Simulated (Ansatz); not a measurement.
CH2AlB, closed shell: a trajectory.

The input file, in.yaml:

```yaml
crystal:
  periodic: [false, false, false]
  atoms:
    - {symbol: B, position_ang: [0.291150, -1.411070, 2.102700]}
    - {symbol: C, position_ang: [0.140360, -0.727530, 0.988070]}
    - {symbol: Al, position_ang: [-0.078120, 0.379300, -0.561000]}
    - {symbol: H, position_ang: [-1.068010, 0.066900, -1.717930]}
    - {symbol: H, position_ang: [0.714620, 1.692400, -0.811840]}
basis:
  gaussian: {orbitals: def2-SVP}
hamiltonian: {xc: pbe0, dispersion: d4}
md: {n_steps: 30, timestep: 0.75, temperature: 200, ensemble: npt, seed: 181, initial_velocities: maxwell_boltzmann}
```

Command:

```bash
ansatz run in.yaml --threads 2 --pin off --events-out ev --progress --plain --max-ram 3481MiB
```

The run's output (Ansatz 0.2.0):

```
Error: YAML parse error: error: line 12 column 63: unknown variant `npt`, expected one of nve, nve_milne, nvt_langevin, nvt_nose_hoover, npt_langevin
  --> <input>:12:63
   |
10 |   gaussian: {orbitals: def2-SVP}
11 | hamiltonian: {xc: pbe0, dispersion: d4}
12 | md: {n_steps: 30, timestep: 0.75, temperature: 200, ensemble: npt, seed: 181, initial_velocities: maxwell_boltzmann}
   |                                                               ^ unknown variant `npt`, expected one of nve, nve_milne, nvt_langevin, nvt_nose_hoover, npt_langevin
```

Hardware: 2 CPU threads of an AMD EPYC, shared host. Wall time about 0.11 s.


The program refused the input. The ensemble's name is not one that the program knows.